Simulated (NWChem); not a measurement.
Program: NWChem. System: nitrogen (N₂), charge 0, spin multiplicity 1, at a geometry optimised with B3LYP/def2-SVP. Level: B3LYP/aug-cc-pVDZ, VWN1-RPA local correlation.

Job file:

```
start mol
memory heap 200 mb stack 800 mb global 1000 mb
geometry units angstroms nocenter noautoz
  N      0.000000     0.000000     0.550196
  N      0.000000     0.000000    -0.550196
  symmetry group D2h
end
basis spherical
  * library aug-cc-pvdz
end
dft
  xc b3lyp
  semidirect memsize 60000000 filesize 0
  iterations 100
end
property
  dipole
  response 1 0.0428
end
task dft property
```

Output (cleaned and shortened):

```
             Northwest Computational Chemistry Package (NWChem) 7.3.0
             --------------------------------------------------------

                                NWChem Input Module
                                -------------------

 Scaling coordinates for geometry "geometry" by  1.889725989
 (inverse scale =  0.529177249)

 Turning off AUTOSYM since
 SYMMETRY directive was detected!

                             Geometry "geometry" -> ""
                             -------------------------

 Output coordinates in angstroms (scale by  1.889725989 to convert to a.u.)

  No.       Tag          Charge          X              Y              Z
 ---- ---------------- ---------- -------------- -------------- --------------
    1 N                    7.0000     0.00000000     0.00000000     0.55019600
    2 N                    7.0000     0.00000000     0.00000000    -0.55019600

 Effective nuclear repulsion energy (a.u.)      23.5640437235

            Nuclear Dipole moment (a.u.)
            ----------------------------
        X                 Y               Z
 ---------------- ---------------- ----------------
     0.0000000000     0.0000000000     0.0000000000

      Symmetry information
      --------------------

 Group name             D2h
 Group number             26
 Group order               8
 No. of unique centers     1

      Symmetry unique atoms

     1


 Summary of "ao basis" -> "" (spherical)
 ------------------------------------------------------------------------------
       Tag                 Description            Shells   Functions and Types
 ---------------- ------------------------------  ------  ---------------------
 *                        aug-cc-pvdz                 on all atoms

                              NWChem Property Module
                              ----------------------

                                 NWChem DFT Module
                                 -----------------

 Summary of "ao basis" -> "ao basis" (spherical)
 ------------------------------------------------------------------------------
       Tag                 Description            Shells   Functions and Types
[...]
     2   0 2 0     -7.708434     -3.854217     -3.854217      0.000000
     2   0 1 1      0.000000      0.000000      0.000000      0.000000
     2   0 0 2     -8.792824    -11.963531    -11.963531     15.134238

 *** CALLING NEW AORESP DRIVER FOR CLOSED AND OPEN SHELLS ***
 Entering AOResponse driver routine

--------------------------------------------------------------------------------

          ****************
          *** RESPONSE ***
          ****************

 Response module for NWChem and dynamic CPKS solver

          -----------------------------------------------
          Solving response equations for perturbing field
          -----------------------------------------------

 number of frequencies:     1
 frequency in a.u.:  0.4280000E-01
 Perturbing field: electric
 Using El. Dipole Length Gauge

 Setting up CPKS with frequency omega =      0.04280000 a.u.

                            NWChem Dynamic CPHF Module
                            --------------------------

    scftype = RHF
    nclosed =    7
      nopen =    0
  variables =      546
  num. vecs =        3
  tolerance =   1.0D-04
  max. iter =   50

  int2e_file: Failed to allocate cache ... halving
 SCF residual:    1.2315975881485903E-004

Iterative solution of linear equations
  No. of variables      546
  No. of equations        3
  Maximum subspace       30
       Convergence  1.0D-04

 ga_lkain filestub:cphf_sol
 ga_lkain filesoln:./mol.cphf_sol

   iter   nsub   residual    time
   ----  ------  --------  ---------
     1      3    8.69D+00       2.1
     2      6    2.80D+00       2.9
     3      9    8.77D-02       3.8
     4     12    2.12D-03       4.9
     5     15    3.79D-04       5.8
     6     18    8.56D-06       6.6

 Electric Dipole Response Matrix (nonzero elements):

              1        2        3
    1   10.1438   0.0000  -0.0000
    2    0.0000  10.1438   0.0000
    3   -0.0000   0.0000  15.2661

 ------------------------------------------
 average:        11.85124 + I       0.00000

 DFT Linear Response polarizability / au
 Frequency  =       0.0428000 / au
 Wavelength =    1064.5643224 / nm
              X              Y              Z
 -----------------------------------------------
 X      10.1438011      0.0000000     -0.0000000
 Y       0.0000000     10.1438011      0.0000000
 Z      -0.0000000      0.0000000     15.2661036
 -----------------------------------------------
 Eigenvalues =      10.1438011     10.1438011     15.2661036
 Isotropic   =      11.8512353
 Anisotropic =       5.1223025
 -----------------------------------------------

 Magnetic Dipole Response Matrix (nonzero elements):
 Optical rotation tensor Beta

              1        2        3
    1    0.0000  -0.0004   0.0000
    2    0.0004  -0.0000   0.0000
    3   -0.0000  -0.0000  -0.0000

 ------------------------------------------
 average:         0.00000 + I       0.00000

 Exiting AOResponse driver routine

          -------------
          Dipole Moment
          -------------

 Center of charge (in au) is the expansion point
         X =       0.0000000 Y =       0.0000000 Z =       0.0000000

   Dipole moment        0.0000836843 A.U.
             DMX       -0.0000000001 DMXEFC        0.0000000000
             DMY        0.0000000001 DMYEFC        0.0000000000
             DMZ        0.0000836843 DMZEFC        0.0000000000
   -EFC- dipole         0.0000000000 A.U.
   Total dipole         0.0000836843 A.U.

   Dipole moment        0.0002127059 Debye(s)
             DMX       -0.0000000002 DMXEFC        0.0000000000
             DMY        0.0000000002 DMYEFC        0.0000000000
             DMZ        0.0002127059 DMZEFC        0.0000000000
   -EFC- dipole         0.0000000000 DEBYE(S)
   Total dipole         0.0002127059 DEBYE(S)

 1 a.u. = 2.541766 Debyes

 Task  times  cpu:        6.6s     wall:        6.6s

 Total times  cpu:        6.7s     wall:        6.7s
```
